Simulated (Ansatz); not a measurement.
**The aluminium atom (doublet): density functionals in 6-31G, part 1 of 2**

Aim: run the aluminium atom (doublet) with a set of functionals in one basis and compare levels, spin and time.

Computed with Ansatz 0.2.0, Gaussian basis. Level: 6-31G, all electrons in the functionals, frozen cores in the correlation of double hybrids and RPA.

Plan: SPW92, PBE, BLYP, revPBE, r2SCAN, B97M-V, PBE0, B3LYP, r2SCANh, r2SCAN0, BHLYP, CAM-B3LYP, wB97X-V, wB97M-V, HSE06, B2PLYP, PBE-QIDH, RPA-PBE.

### 1 The atom

A free atom, in its lowest state of this spin that the program finds.

1 atom, charge 0, spin multiplicity 2.

No dispersion term is added; B97M-V, wB97X-V, wB97M-V hold VV10 nonlocal correlation. B3LYP takes the VWN-RPA correlation. HSE06 is the plane-wave form.

### 2 SPW92 (unrestricted)

File in.yaml:

```yaml
crystal:
  periodic: [false, false, false]
  atoms:
    - {symbol: Al, position_ang: [0.000000, 0.000000, 0.000000]}
basis:
  gaussian: {orbitals: 6-31G}
magnetization: {spin_polarized: true, initial_magnetization: 1}
hamiltonian: {xc: {name: SPW92}}
```

Started as:

```sh
ansatz run in.yaml --threads 1 --pin off --events-out ev --progress --plain --max-ram 2393MiB
```

Log:

```text
Functional definition: SPW92
  name "SPW92"
  cite "Dirac, Proc. Camb. Phil. Soc. 26, 376 (1930) doi:10.1017/S0305004100016108"
  cite "Slater, Phys. Rev. 81, 385 (1951) doi:10.1103/PhysRev.81.385"
  cite "Perdew & Wang, Phys. Rev. B 45, 13244 (1992) doi:10.1103/PhysRevB.45.13244"
  exchange = slater_x
  correlation = pw_c
59 factors; integrals over basis functions are off by at most 7.9e-5 eV
mean field evaluation 1: about -6565.6005 eV, gradient 8.7e-1 eV
mean field evaluation 2: about -6565.6152 eV, gradient 3.6e-1 eV
mean field evaluation 4: about -6565.6099 eV, gradient 3.5e-2 eV
mean field evaluation 8: about -6565.6099 eV, gradient 1.1e-4 eV
mean field evaluation 16: about -6565.6099 eV, gradient 1.5e-6 eV
mean field -6565.60989231 eV, -241.2817132123 hartree, gradient 8.8e-6 eV, S^2 0.750020; 1 other end points of the search recorded, 0 dependent functions left out
reference -6565.60991331 eV, -241.2817139838 hartree; 7, 6 occupied and 6, 7 virtual orbitals, 59 factors
Total energy: -6565.60991331 eV, -241.2817139838 hartree
```

Wall time 0.21 s (1 thread of Arm Neoverse V2, shared host).

From the report: ⟨S²⟩ of the determinant 0.750 (pure doublet: 0.75).

### 3 PBE (unrestricted)

Edit in.yaml of step 2 so:

```diff
@@ -7,2 +7,3 @@
 magnetization: {spin_polarized: true, initial_magnetization: 1}
-hamiltonian: {xc: {name: SPW92}}
+hamiltonian: {xc: {name: PBE}}
+output: {orbitals: {seedname: orbitals}}
```

The command is unchanged.

Log:

```text
Functional definition: PBE
  name "PBE"
  cite "Perdew, Burke & Ernzerhof, Phys. Rev. Lett. 77, 3865 (1996) doi:10.1103/PhysRevLett.77.3865"
  parent pbe
  parameter kappa = 0.804
  parameter beta = 0.06672455060314922
  exchange = pbe_x(kappa = kappa, mu = beta*pi^2/3)
  correlation = pbe_c(beta = beta)
59 factors; integrals over basis functions are off by at most 7.9e-5 eV
mean field evaluation 1: about -6590.7360 eV, gradient 8.2e-1 eV
mean field evaluation 2: about -6590.7493 eV, gradient 3.2e-1 eV
mean field evaluation 4: about -6590.7432 eV, gradient 2.8e-2 eV
mean field evaluation 8: about -6590.7432 eV, gradient 7.8e-5 eV
mean field evaluation 16: about -6590.7644 eV, gradient 2.7e-1 eV
mean field -6590.74323753 eV, -242.2053466129 hartree, gradient 7.8e-5 eV, S^2 0.750034; 1 other end points of the search recorded, 0 dependent functions left out
reference -6590.74326257 eV, -242.2053475332 hartree; 7, 6 occupied and 6, 7 virtual orbitals, 59 factors
Total energy: -6590.74326257 eV, -242.2053475332 hartree
```

Wall time 0.27 s (1 thread of Arm Neoverse V2, shared host).

From the report: ⟨S²⟩ of the determinant 0.750 (pure doublet: 0.75).

### 4 BLYP (unrestricted)

Edit in.yaml of step 3 so:

```diff
@@ -7,3 +7,2 @@
 magnetization: {spin_polarized: true, initial_magnetization: 1}
-hamiltonian: {xc: {name: PBE}}
-output: {orbitals: {seedname: orbitals}}
+hamiltonian: {xc: {name: BLYP}}
```

The command is unchanged.

Log:

```text
Functional definition: BLYP
  name "BLYP"
  cite "Becke, Phys. Rev. A 38, 3098 (1988) doi:10.1103/PhysRevA.38.3098"
  cite "Lee, Yang & Parr, Phys. Rev. B 37, 785 (1988) doi:10.1103/PhysRevB.37.785"
  parameter beta = 0.0042
  parameter a = 0.04918
  parameter b = 0.132
  parameter c = 0.2533
  parameter d = 0.349
  exchange = b88_x(beta = beta)
  correlation = lyp_c(a = a, b = b, c = c, d = d)
59 factors; integrals over basis functions are off by at most 7.9e-5 eV
mean field evaluation 1: about -6594.6836 eV, gradient 1.0e0 eV
mean field evaluation 2: about -6594.7015 eV, gradient 4.5e-1 eV
mean field evaluation 4: about -6594.6966 eV, gradient 1.0e-1 eV
mean field evaluation 8: about -6594.6969 eV, gradient 2.7e-5 eV
mean field evaluation 16: about -6594.6969 eV, gradient 3.3e-4 eV
mean field -6594.69692965 eV, -242.3506421185 hartree, gradient 7.2e-6 eV, S^2 0.750005; 1 other end points of the search recorded, 0 dependent functions left out
reference -6594.69712417 eV, -242.3506492671 hartree; 7, 6 occupied and 6, 7 virtual orbitals, 59 factors
Total energy: -6594.69712417 eV, -242.3506492671 hartree
```

Wall time 0.3 s (1 thread of Arm Neoverse V2, shared host).

From the report: ⟨S²⟩ of the determinant 0.750 (pure doublet: 0.75).

### 5 revPBE (unrestricted)

Edit in.yaml of step 4 so:

```diff
@@ -7,2 +7,2 @@
 magnetization: {spin_polarized: true, initial_magnetization: 1}
-hamiltonian: {xc: {name: BLYP}}
+hamiltonian: {xc: {name: revPBE}}
```

Launched as before.

Log:

```text
Functional definition: revPBE
  name "revPBE"
  cite "Zhang & Yang, Phys. Rev. Lett. 80, 890 (1998) doi:10.1103/PhysRevLett.80.890"
  cite "Perdew, Burke & Ernzerhof, Phys. Rev. Lett. 77, 3865 (1996) doi:10.1103/PhysRevLett.77.3865"
  parameter kappa = 1.245
  parameter beta = 0.06672455060314922
  exchange = pbe_x(kappa = kappa, mu = beta*pi^2/3)
  correlation = pbe_c(beta = beta)
59 factors; integrals over basis functions are off by at most 7.9e-5 eV
mean field evaluation 1: about -6593.1141 eV, gradient 7.7e-1 eV
mean field evaluation 2: about -6593.1265 eV, gradient 2.9e-1 eV
mean field evaluation 4: about -6593.1201 eV, gradient 3.0e-2 eV
mean field evaluation 8: about -6593.1201 eV, gradient 1.1e-4 eV
mean field evaluation 16: about -6593.1201 eV, gradient 3.7e-6 eV
mean field -6593.12007018 eV, -242.2926936017 hartree, gradient 3.0e-6 eV, S^2 0.750022; 1 other end points of the search recorded, 0 dependent functions left out
reference -6593.12010124 eV, -242.2926947432 hartree; 7, 6 occupied and 6, 7 virtual orbitals, 59 factors
Total energy: -6593.12010124 eV, -242.2926947432 hartree
```

It took 0.3 s on 1 thread of Arm Neoverse V2, shared host.

From the report: ⟨S²⟩ of the determinant 0.750 (pure doublet: 0.75).

### 6 r2SCAN (unrestricted)

Edit in.yaml of step 5 so:

```diff
@@ -7,2 +7,2 @@
 magnetization: {spin_polarized: true, initial_magnetization: 1}
-hamiltonian: {xc: {name: revPBE}}
+hamiltonian: {xc: {name: r2SCAN}}
```

The command is unchanged.

Log (excerpt; [...] marks lines left out):

```text
Functional definition: r2SCAN
  name "r2SCAN"
  cite "Furness, Kaplan, Ning, Perdew & Sun, J. Phys. Chem. Lett. 11, 8208 (2020) doi:10.1021/acs.jpclett.0c02405"
  cite "Furness, Kaplan, Ning, Perdew & Sun, J. Phys. Chem. Lett. 11, 9248 (2020) doi:10.1021/acs.jpclett.0c03077"
  parent r2scan
[...]
59 factors; integrals over basis functions are off by at most 7.9e-5 eV
[...]
mean field -6593.57310293 eV, -242.3093422482 hartree, gradient 8.5e-6 eV, S^2 0.750029; 3 other end points of the search recorded, 0 dependent functions left out
reference -6593.57311515 eV, -242.3093426972 hartree; 7, 6 occupied and 6, 7 virtual orbitals, 59 factors
Total energy: -6593.57311515 eV, -242.3093426972 hartree
```

Run time: 1.3 s. Hardware: 1 thread of Arm Neoverse V2, shared host.

From the report: ⟨S²⟩ of the determinant 0.750 (pure doublet: 0.75).

### 7 B97M-V (unrestricted)

Edit in.yaml of step 6 so:

```diff
@@ -7,2 +7,2 @@
 magnetization: {spin_polarized: true, initial_magnetization: 1}
-hamiltonian: {xc: {name: r2SCAN}}
+hamiltonian: {xc: {name: B97M-V}}
```

The command is unchanged.

Log (excerpt; [...] marks lines left out):

```text
Functional definition: B97M-V
  name "B97M-V"
  cite "Mardirossian & Head-Gordon, J. Chem. Phys. 142, 074111 (2015) doi:10.1063/1.4907719"
  cite "Becke, J. Chem. Phys. 107, 8554 (1997) doi:10.1063/1.475007"
  cite "Vydrov & Van Voorhis, J. Chem. Phys. 133, 244103 (2010) doi:10.1063/1.3521275"
  # Of w^i u^j: cxij and so on, Table III.
[...]
  gx(w, u) = cx00 + cx01*u + cx02*u^2 + (cx10 + cx11*u)*w
  gss(w, u) = css00 + css02*u^2 + css10*w + (css32*w^3 + css42*w^4)*u^2
  gos(w, u) = cos00 + cos01*u + cos03*u^3 + cos10*w + cos32*w^3*u^2
[...]
      + integral(e_c_pw_mod_opposite_spin*gos(b97_w_opposite, b97_u_opposite)) + vv10(b, c)
59 factors; integrals over basis functions are off by at most 7.9e-5 eV
[...]
mean field -6592.76849392 eV, -242.2797734127 hartree, gradient 3.1e-6 eV, S^2 0.750679; 1 other end points of the search recorded, 0 dependent functions left out
reference -6592.76852953 eV, -242.2797747211 hartree; 7, 6 occupied and 6, 7 virtual orbitals, 59 factors
Total energy: -6592.76852953 eV, -242.2797747211 hartree
```

Run time: 1.6 s. Hardware: 1 thread of Arm Neoverse V2, shared host.

From the report: ⟨S²⟩ of the determinant 0.751 (pure doublet: 0.75).

### 8 PBE0 (unrestricted)

Edit in.yaml of step 7 so:

```diff
@@ -7,2 +7,3 @@
 magnetization: {spin_polarized: true, initial_magnetization: 1}
-hamiltonian: {xc: {name: B97M-V}}
+hamiltonian: {xc: {name: PBE0}}
+output: {orbitals: {seedname: orbitals}}
```

Launched as before.

Log:

```text
Functional definition: PBE0
  name "PBE0"
  cite "Adamo & Barone, J. Chem. Phys. 110, 6158 (1999) doi:10.1063/1.478522"
  cite "Perdew, Burke & Ernzerhof, Phys. Rev. Lett. 77, 3865 (1996) doi:10.1103/PhysRevLett.77.3865"
  parent pbe
  parameter a = 0.25
  parameter kappa = 0.804
  parameter beta = 0.06672455060314922
  exchange = (1 - a)*pbe_x(kappa = kappa, mu = beta*pi^2/3) + a*exact_x
  correlation = pbe_c(beta = beta)
59 factors; integrals over basis functions are off by at most 7.9e-5 eV
mean field evaluation 1: about -6591.3782 eV, gradient 6.3e-1 eV
mean field evaluation 2: about -6591.3859 eV, gradient 1.1e-1 eV
mean field evaluation 4: about -6591.3807 eV, gradient 2.1e-2 eV
mean field evaluation 8: about -6591.3807 eV, gradient 9.0e-5 eV
mean field evaluation 16: about -6591.3807 eV, gradient 4.1e-3 eV
mean field -6591.38069261 eV, -242.2287726553 hartree, gradient 9.9e-7 eV, S^2 0.750051; 1 other end points of the search recorded, 0 dependent functions left out
reference -6591.38071137 eV, -242.2287733444 hartree; 7, 6 occupied and 6, 7 virtual orbitals, 59 factors
Total energy: -6591.38071137 eV, -242.2287733444 hartree
```

Run time: 0.33 s. Hardware: 1 thread of Arm Neoverse V2, shared host.

From the report: ⟨S²⟩ of the determinant 0.750 (pure doublet: 0.75).

### 9 B3LYP (unrestricted)

Edit in.yaml of step 8 so:

```diff
@@ -7,3 +7,2 @@
 magnetization: {spin_polarized: true, initial_magnetization: 1}
-hamiltonian: {xc: {name: PBE0}}
-output: {orbitals: {seedname: orbitals}}
+hamiltonian: {xc: {name: B3LYP}}
```

The command is unchanged.

Log (excerpt; [...] marks lines left out):

```text
Functional definition: B3LYP
  name "B3LYP"
  cite "Stephens, Devlin, Chabalowski & Frisch, J. Phys. Chem. 98, 11623 (1994) doi:10.1021/j100096a001"
  cite "Becke, Phys. Rev. A 38, 3098 (1988) doi:10.1103/PhysRevA.38.3098"
  cite "Lee, Yang & Parr, Phys. Rev. B 37, 785 (1988) doi:10.1103/PhysRevB.37.785"
  cite "Vosko, Wilk & Nusair, Can. J. Phys. 58, 1200 (1980) doi:10.1139/p80-159"
[...]
59 factors; integrals over basis functions are off by at most 7.9e-5 eV
[...]
mean field -6595.10828286 eV, -242.3657590703 hartree, gradient 1.4e-6 eV, S^2 0.750002; 1 other end points of the search recorded, 0 dependent functions left out
reference -6595.10842802 eV, -242.3657644048 hartree; 7, 6 occupied and 6, 7 virtual orbitals, 59 factors
Total energy: -6595.10842802 eV, -242.3657644048 hartree
```

It took 0.36 s on 1 thread of Arm Neoverse V2, shared host.

From the report: ⟨S²⟩ of the determinant 0.750 (pure doublet: 0.75).

### 10 r2SCANh (unrestricted)

Edit in.yaml of step 9 so:

```diff
@@ -7,2 +7,2 @@
 magnetization: {spin_polarized: true, initial_magnetization: 1}
-hamiltonian: {xc: {name: B3LYP}}
+hamiltonian: {xc: {name: r2SCANh}}
```

Same command.

Log (excerpt; [...] marks lines left out):

```text
Functional definition: r2SCANh
  name "r2SCANh"
  cite "Bursch, Neugebauer, Ehlert & Grimme, J. Chem. Phys. 156, 134105 (2022) doi:10.1063/5.0086040"
  cite "Furness, Kaplan, Ning, Perdew & Sun, J. Phys. Chem. Lett. 11, 8208 (2020) doi:10.1021/acs.jpclett.0c02405"
  cite "Furness, Kaplan, Ning, Perdew & Sun, J. Phys. Chem. Lett. 11, 9248 (2020) doi:10.1021/acs.jpclett.0c03077"
  parent r2scan
[...]
59 factors; integrals over basis functions are off by at most 7.9e-5 eV
[...]
mean field -6593.55587183 eV, -242.3087090172 hartree, gradient 1.6e-5 eV, S^2 0.750028; 3 other end points of the search recorded, 0 dependent functions left out
reference -6593.55588294 eV, -242.3087094253 hartree; 7, 6 occupied and 6, 7 virtual orbitals, 59 factors
Total energy: -6593.55588294 eV, -242.3087094253 hartree
```

Run time: 1.4 s. Hardware: 1 thread of Arm Neoverse V2, shared host.

From the report: ⟨S²⟩ of the determinant 0.750 (pure doublet: 0.75).

(Continued in part 2 of 2.)
